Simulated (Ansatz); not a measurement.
## Counterpoise correction, worked out

The pair of H2O (SMILES O, atoms 1–3) and SiH3F (SMILES [SiH3]F, atoms 4–8), both closed shells, in one local arrangement (a lower one may exist), relaxed at PBE0-D4/def2-TZVP:

```tsv
atom	x (Å)	y (Å)	z (Å)
O1	-0.0114	0.4093	-1.8338
H2	0.8548	0.4214	-2.2473
H3	-0.2497	-0.5201	-1.7708
Si4	-0.1102	-0.0131	1.1755
F5	-0.4183	-1.3587	0.3456
H6	-0.2182	-0.3852	2.6089
H7	-1.1168	1.0142	0.8394
H8	1.2698	0.4324	0.8823
```

Program: Ansatz 0.2.0. Basis: def2-TZVPPD. Cores are frozen in the correlated methods.

CCSD(T) total energies in eV:

| system | geometry | basis functions | energy |
| --- | --- | --- | --- |
| pair | pair | all | -12707.60935 |
| H2O | as in the pair | all (partner as ghosts) | -2077.34455 |
| SiH3F | as in the pair | all (partner as ghosts) | -10630.13977 |
| H2O | as in the pair | its own | -2077.33519 |
| SiH3F | as in the pair | its own | -10630.12596 |
| H2O | free (PBE0-D4 minimum) | its own | -2077.33568 |
| SiH3F | free (PBE0-D4 minimum) | its own | -10630.13468 |

(1) Work out the interaction energy with and without the counterpoise correction, the superposition error, and the binding energy from the relaxed fragments.

T1 diagnostic: at most 0.012.

Answers

(1) Without correction: -12707.60935 − (-2077.33519) − (-10630.12596) = -0.14820 eV.
With correction (each fragment in the whole basis): -12707.60935 − (-2077.34455) − (-10630.13977) = -0.12503 eV = -2.88 kcal/mol.
The superposition error is the difference, 0.02317 eV, 16 % of the uncorrected value: each fragment borrows its partner's functions.
Deformation from the free shapes: 0.00049 eV for H2O and 0.00872 eV for SiH3F.
Binding energy from relaxed fragments: -0.12503 + 0.00049 + 0.00872 = -0.11582 eV = -2.67 kcal/mol (electronic, without zero-point energy; negative means bound). For comparison, the corrected interaction energy by CCSD(T) at an estimated basis limit (MP2 extrapolated from triple and quadruple zeta, plus CCSD(T) − MP2 in triple zeta) is -0.143 eV; triple zeta with the correction binds less.

For scale, one of the runs: CCSD(T)/def2-TZVPPD, 213 basis functions, launched by `ansatz run in.yaml --threads 4 --pin off --events-out ev --progress --plain --max-ram 9574MiB`. Time: 32 s of wall clock on 4 CPU threads of an Arm Neoverse V2; the host was shared. Peak host memory: 3 GiB.
